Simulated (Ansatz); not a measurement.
Geometry optimisation, UKS PBE0-D4/def2-SVP (Ansatz).

input.yaml

```yaml
crystal:
  periodic: [false, false, false]
  atoms:
    - { symbol: C, position_ang: [-0.6272, 0.2477, 1.7896] }
    - { symbol: C, position_ang: [-0.3274, 0.0121, 0.662] }
    - { symbol: C, position_ang: [0.0638, -0.3161, -0.6837] }
    - { symbol: O, position_ang: [-0.2355, -1.2801, -1.2845] }
    - { symbol: O, position_ang: [0.9883, 0.5364, -1.2128] }
    - { symbol: H, position_ang: [-0.9885, 0.5536, 2.7647] }
    - { symbol: H, position_ang: [1.1877, 0.1784, -2.081] }
magnetization:
  spin_polarized: true
basis:
  gaussian: { orbitals: def2-SVP }
hamiltonian:
  xc: pbe0
  dispersion: d4
relax:
  f_tol: 0.02
  max_steps: 50
output:
  orbitals: {}
```

Launched with:

```bash
$ ansatz run input.yaml --threads 2 --pin off --max-ram 3072MiB --backend cpu --events-out ev --progress --plain --runs-dir out
```

Where does it end, and by what steps?

The forces met the threshold. After 6 steps the energy has fallen by 0.156 eV; O4 moved furthest, 0.07 Å.

| step | energy less start (eV) | largest force component (eV/Å) | accepted |
| --- | --- | --- | --- |
| 0 | 0.0000 | 2.413 | yes |
| 1 | 0.1318 | 3.213 | no |
| 2 | -0.0712 | 2.411 | yes |
| 3 | -0.1510 | 0.232 | yes |
| 4 | -0.1537 | 0.178 | yes |
| 5 | -0.1551 | 0.114 | yes |
| 6 | -0.1563 | 0.015 | yes |

```xyz
7
Properties=species:S:1:pos:R:3
C -0.662 0.288 1.779
C -0.290 0.031 0.657
C 0.112 -0.338 -0.689
O -0.292 -1.310 -1.270
O 0.985 0.531 -1.204
H -0.990 0.519 2.777
H 1.197 0.210 -2.095
```

Whether the end is a true minimum wasn't checked by a vibrational analysis.

The run took 6 s on 2 threads of AMD EPYC 9R45 96-Core Processor (Zen 5), with other jobs on the host, peak memory 0.21 GiB.
